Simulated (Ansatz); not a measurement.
# How far each method lies from UCCSDT(Q) for H2S⁺, doublet

Geometry: that of the H2S, singlet, kept fixed.

```yaml
atoms:
  - { symbol: S, position_ang: [0.0000, -0.0550, 0.0000] }
  - { symbol: H, position_ang: [0.0000, 0.8742, -0.9672] }
  - { symbol: H, position_ang: [0.0000, 0.8742, 0.9672] }
```

Basis cc-pVTZ; Ansatz 0.2.0. Correlated methods freeze the noble-gas cores, which leaves 7 electrons in 57 orbitals. Prefix R: restricted or restricted open-shell reference; prefix U: unrestricted. Active spaces: valence = (7e, 6o) chosen from the atoms' valence shells.

Full CI isn't at hand for all of this; UCCSDT(Q) serves as the reference, and is uncertain by about the last step of the cluster series. The frozen core follows each run's orbitals, which can shift R against U totals by a few meV.

For open shells CISD is restricted-active-space CI with the open shells as a complete middle space.

* UHF ⟨S²⟩: 0.765
* T1 diagnostic (RCCSD): 0.0173
* largest doubles amplitude (RCCSD): 0.054
* T1 diagnostic (UCCSD): 0.0119

| level | E − E(RHF) (eV) |
| --- | --- |
| UHF | -0.1651 |
| RMP2 | -4.2582 |
| UMP2 | -4.2338 |
| RCCSD | -4.9582 |
| UCCSD | -4.9634 |
| RCCSD(T) | -5.1165 |
| UCCSD(T) | -5.1168 |

**Question.** Estimate how far UCCSDT(Q) in cc-pVTZ lies from RCCSD(T). The table doesn't fix it; the size of (T) and the diagnostics are the guide.

**Answer.** UCCSDT(Q) in cc-pVTZ lies 1.02 mEh below RCCSD(T), which is 18 % of the (T) step (-5.81 mEh). The diagnostics are small and one determinant leads, so the series closes fast and only a small part of (T) is left.

The other levels:

| level | E − E(UCCSDT(Q)) (mEh) | share of correlation (%) | wall time |
| --- | --- | --- | --- |
| CISD | 14.03 | 92.58 | 1.5 s |
| BCCD(T) | 1.02 | 99.46 | 1.6 s |
| RCCSDT | 0.22 | 99.89 | – |
| UCCSDT | 0.18 | 99.91 | – |
| RCCSDT(Q) | 0.03 | 99.98 | 3.9 s (H100) |
| CASSCF (valence space) | 150.24 | 20.53 | – |
| NEVPT2 (valence space) | 32.86 | 82.62 | 0.88 s |
| MRCISD (valence space) | 8.85 | 95.32 | – |
| MRCISD+Q (valence space) | 0.49 | 99.74 | 3.1 s (H100) |

The correlation energy at UCCSDT(Q), counted from RHF, is -5.144 eV. That run took 3.6 s on 2 threads of AMD EPYC 7R13 with a shared H100 80 GB, shared host.

Times hold each run's SCF and search for its determinant on a shared host, so for small cases they say little of a method's own cost; rows without a card ran on 1 thread of AMD EPYC 7R13.

Natural occupations of CASSCF (valence space) about the gap: 1.992 1.978 1.973 1.000 0.033 0.024; effectively unpaired electrons, Σ n²(2−n)², 1.01.
